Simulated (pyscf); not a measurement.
Optimised with ωB97X-D3(BJ)/def2-SVP in PySCF.

### Question
For H₂B–Cl + HCl → Cl–BH–Cl + H₂, a four-centre exchange (singlet surface; B–H, Cl–H broken, B–Cl, H–H formed), PBE/def2-TZVP gives ΔE‡ = 7.7 kcal/mol and ΔE = -18.9 kcal/mol (zero: the separated reactants). In which direction and how far do r²SCAN/def2-TZVP, B3LYP-D3(BJ)/def2-TZVP, ωB97M-D3(BJ)/def2-TZVP move these?

### Answer
r²SCAN: ΔE‡ = 9.7 kcal/mol, ΔE = -19.6 kcal/mol; B3LYP-D3(BJ): ΔE‡ = 15.1 kcal/mol, ΔE = -17.7 kcal/mol; ωB97M-D3(BJ): ΔE‡ = 15.6 kcal/mol, ΔE = -17.2 kcal/mol. PBE's barrier lies under all of them, by 2.0 to 7.9 kcal/mol. Its reaction energy lies among theirs. This is the saddle that the search found; another between the same sides may lie lower.
